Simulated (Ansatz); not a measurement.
Born–Oppenheimer molecular dynamics of H₅NSi (7 atoms, charge 0, multiplicity 1). It starts from a relaxed structure.

Level of theory: Ansatz 0.2.0, RKS revPBE/6-31G.

```yaml
ensemble: NVE (velocity Verlet)
time_step: 2 fs
steps_asked: 40
starting_velocities_drawn_for: 1000 K
seed: 674596
```

First frame:

```xyz
7
Properties=species:S:1:pos:R:3
Si -0.018 -0.019 -0.039
H -0.049 -0.066 1.476
H 1.426 0.039 -0.513
H -0.670 1.288 -0.480
N -0.839 -1.496 -0.597
H -1.376 -2.079 0.036
H -0.855 -1.797 -1.566
```

Task: What does the run give?

Result: All steps were run.

* steps done: 40
* time covered: 80 fs
* mean temperature over the second half: 702 K
* spread of the potential energy over the second half: 37.1 meV per atom
* mean potential energy of the second half above the start: 103.3 meV per atom

The conserved energy changed by up to 140 meV per atom, so the integration failed: the time step of 2 fs is too long for the fastest motions that this run met, and the later frames carry no physical meaning.

Task: What happens to the structure?

Result: The same pairs are bonded in the first frame and the last. Pairs count as bonded within 1.25 times the sum of covalent radii (0.12 Å more for H–H). Another seed would give other details.

Task: How do temperature and energy run in time?

Result: 
```tsv
time (fs)	T (K)	potential energy less start (eV)	conserved less start (meV/atom)
0	1000	0.000	0.00
6	321	0.660	31.56
12	556	0.577	41.49
18	548	0.892	85.71
24	991	0.534	75.39
30	437	0.610	35.18
36	669	0.730	73.75
42	962	0.721	99.52
48	403	0.655	38.49
54	826	0.373	37.22
60	870	0.446	51.69
66	488	1.294	137.64
72	650	0.809	83.28
78	977	0.413	56.86
```

Run time: 17 s on 1 thread of AMD EPYC 9R45 96-Core Processor (Zen 5), on a shared host, peak memory 0.098 GiB.
